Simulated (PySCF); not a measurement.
## From computed data to an observable: entropy of an ideal gas

dimethyl sulfide (C₂H₆S), SMILES CSC.

Geometry: TPSSh-D3(BJ)/def2-TZVP.

TPSSh-D3(BJ)/def2-TZVP (PySCF) gives the harmonic wavenumbers 180, 184, 254, 692, 743, 907, 949, 987, 1053, 1342, 1367, 1472, 1482, 1489, 1496, 3025, 3028, 3096, 3103, 3125, 3126 cm⁻¹ and the rotational temperatures 0.8540, 0.3623, 0.2728 K. The molar mass is 62.13 g/mol, the symmetry number 2, the spin multiplicity 1.

Question: Work out the entropy at 298.15 K and 1 atm in the rigid-rotor, harmonic-oscillator model.

Answer: 
Translation (Sackur–Tetrode at 1 atm): S = R[1.5 ln M + 2.5 ln T − 1.16487] = 160.2 J/(mol K).
Rotation: q = (√π/σ) T^1.5/√(θA θB θC) = 15700, S = R[ln q + 3/2] = 92.8 J/(mol K).
Vibration: with u = 1.4388 ν/T, each mode gives R[u/(e^u − 1) − ln(1 − e^−u)]:
```csv
ν (cm⁻¹),modes,u,S (J/(mol K))
180,1,0.87,9.74
184,1,0.89,9.57
254,1,1.23,7.12
692,1,3.34,1.32
743,1,3.59,1.08
907,1,4.38,0.57
949,1,4.58,0.48
987,1,4.76,0.41
1053,1,5.08,0.32
1342,1,6.48,0.10
1367,1,6.60,0.09
1472,1,7.10,0.06
1482,1,7.15,0.05
1489,1,7.19,0.05
1496,1,7.22,0.05
```
The stiffer modes add less than 0.005 each. Sum 31.0 J/(mol K).
Spin: R ln 1 = 0.0 J/(mol K).
Total 284.1 J/(mol K); the program's own thermochemistry gives 284.0. Translation makes up 56 % and vibration 11 %. Anharmonicity, hindered rotation and orbital degeneracy are left out.
